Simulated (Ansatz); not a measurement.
## Ga2O3 (C2/m, No. 12)

Level of theory: HSE06 (PAW; Ansatz, an electronic-structure program).

Numerical settings: plane-wave cutoff 500 eV, 8×8×4 k mesh (along the axes of the cell as run), gaussian smearing 0.02 eV, scalar-relativistic PAW data made under PBE.

Cell (relaxed with r²SCAN):

```cif
data_Ga4O6
_chemical_formula_sum 'Ga4 O6'
_space_group_name_H-M_alt 'P 1'
_space_group_IT_number 1
_cell_length_a 6.31263
_cell_length_b 6.31263
_cell_length_c 5.80885
_cell_angle_alpha 103.391
_cell_angle_beta 103.391
_cell_angle_gamma 27.856
loop_
_space_group_symop_operation_xyz
  'x, y, z'
loop_
_atom_site_label
_atom_site_type_symbol
_atom_site_fract_x
_atom_site_fract_y
_atom_site_fract_z
_atom_site_occupancy
Ga1 Ga 0.34130 0.34130 0.68544 1
Ga2 Ga 0.65870 0.65870 0.31456 1
Ga3 Ga 0.90943 0.90943 0.20509 1
Ga4 Ga 0.09057 0.09057 0.79491 1
O1 O 0.50374 0.50374 0.74384 1
O2 O 0.49626 0.49626 0.25616 1
O3 O 0.82668 0.82668 0.43652 1
O4 O 0.17332 0.17332 0.56348 1
O5 O 0.16426 0.16426 0.10921 1
O6 O 0.83574 0.83574 0.89079 1
```

For Ga2O3 (C2/m, No. 12), the band gap is 4.19 eV (on the SCF k mesh).

Measured, for comparison: band gap 4.85 ± 0.1 eV (room temperature, not corrected to a static lattice, ARPES, indirect, as cited; as tabulated in Mengle et al. (2016), arXiv:1902.02681).

Note: cell and atoms aren't relaxed at this level (largest force component 0.06 eV/Å, pressure 0.2 GPa).

Spin–orbit coupling is not included.

Computed values are for the static lattice.

The result took roughly 30 core-minutes.
